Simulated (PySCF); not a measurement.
**NaS: from constants to spectrum**

PBE0 constants of NaS, ²Π (doublet), unpaired electrons π ↑ (PySCF, no relativity, basis sets Na def2-TZVP, S def2-TZVP; masses 22.9898 and 31.9721 u):

```
ωe           : 332.2 cm⁻¹
ωexe         : 1.53 cm⁻¹
Be           : 0.20435 cm⁻¹
αe           : 0.00148 cm⁻¹
De to Na + S : 2.53 eV
```

Task: What force constant and bond length do these constants imply?

Result: Reduced mass μred = 13.373 u; k = 5.8918×10⁻⁷·μred·ωe² (u, cm⁻¹, mdyn/Å) = 0.870 mdyn/Å; Re = √(16.8576/(μred·Be)) (u, cm⁻¹, Å) = 2.484 Å.

Task: Estimate the centrifugal constant D from the Kratzer relation and find the Dunham coefficient a1.

Result: D = 4Be³/ωe² = 3.09e-07 cm⁻¹; a1 = −1 − αeωe/(6Be²) = -2.96.

The state was picked by a PBE0 search and need not be the measured ground state.
